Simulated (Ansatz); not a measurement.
## H₃Ge–CH, triplet: reading a ladder of total energies

Geometry: displaced at random from a stationary point.

```xyz
6

Ge    0.0243    0.0127    0.2712
C    -0.1405   -0.0997   -1.6131
H    -0.0639    1.4684    0.7042
H     1.2707   -0.7617    0.8538
H    -1.3354   -0.7809    0.7509
H     0.0497    0.3436   -2.6303
```

Basis cc-pVDZ; Ansatz 0.2.0. Only valence electrons are correlated (noble-gas cores and the filled d shells of p-block atoms frozen), which leaves 12 electrons in 46 orbitals. Prefix R: restricted or restricted open-shell reference; prefix U: unrestricted. No spin–orbit coupling is included, and no scalar relativity.

Full CI isn't at hand for all of this; UCCSDT(Q) serves as the reference, and is uncertain by about the last step of the cluster series.

Runs differ by some tens of microhartree through their thresholds and, for an open shell, their frozen cores, so steps under 0.03 kcal/mol mean nothing.

```csv
level,total energy (hartree)
UHF,-2115.420433
UMP2,-2115.607003
UCCSD,-2115.649117
UCCSD(T),-2115.654153
UCCSDT,-2115.655222
UCCSDT(Q),-2115.655463
```

Q: What is the correlation energy at UCCSDT(Q), and what share of it do UMP2 and UCCSDT recover?

A: E(corr) = -2115.655463 − (-2115.420433) = -0.235030 hartree = -6.395 eV. UMP2: -0.186570 / -0.235030 = 79.38 %. UCCSDT: -0.234789 / -0.235030 = 99.90 %.

Q: By how many kcal/mol does UCCSD(T) miss UCCSDT(Q) (1 hartree = 627.509 kcal/mol), and which steps make up the rest?

A: -2115.654153 − (-2115.655463) = 0.001310 hartree = 0.82 kcal/mol. Steps: UCCSDT − UCCSD(T) = -0.67, UCCSDT(Q) − UCCSDT = -0.15 kcal/mol. Differences between like states or geometries often cancel part of this.
